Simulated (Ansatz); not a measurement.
Input for Ansatz (a program for electronic structure): R-B97M-V/def2-TZVPPD on H2O (SMILES O). Files ending in .json are basis or fitting sets from the Basis Set Exchange.

Ansatz 0.2 input:
```yaml
crystal:
  periodic: [false, false, false]
  atoms:
    - {symbol: O, position_ang: [0.00000000, 0.00000000, -0.06555155]}
    - {symbol: H, position_ang: [0.00000000, -0.75670946, 0.52017534]}
    - {symbol: H, position_ang: [0.00000000, 0.75670946, 0.52017534]}
basis:
  gaussian:
    orbitals: def2-TZVPPD.json
hamiltonian:
  xc: {name: B97M-V}
scf: {lower_state_search: off}
```

Program output:

```
Functional definition: B97M-V
[...]
these checks for a lower state are left out or cut short: stability, starts, cluster_reference, orbital_swaps, neighbouring_geometries, increment
integrals: 0.01 GiB planned
302 factors; their error is unknown
mean field: 0.14 GiB planned
mean field evaluation 1: about -2075.4003 eV, gradient 5.3e1 eV
mean field evaluation 2: about -2061.1155 eV, gradient 9.9e1 eV
mean field evaluation 4: about -2080.0153 eV, gradient 7.7e-1 eV
mean field evaluation 8: about -2080.0167 eV, gradient 2.1e-2 eV
mean field -2080.01669979 eV, -76.4392038313 hartree, gradient 9.9e-6 eV, S^2 0.000000; 0 other end points of the search recorded, 0 dependent functions left out
reference -2080.01675744 eV, -76.4392059498 hartree; 5, 5 occupied and 69, 69 virtual orbitals, 302 factors
Total energy: -2080.01675744 eV, -76.4392059498 hartree
Checks for a lower state left out: stability, starts, cluster_reference, orbital_swaps, neighbouring_geometries, increment
```

The calculation finished and met its thresholds.

Cost: roughly 0.8 core-seconds.
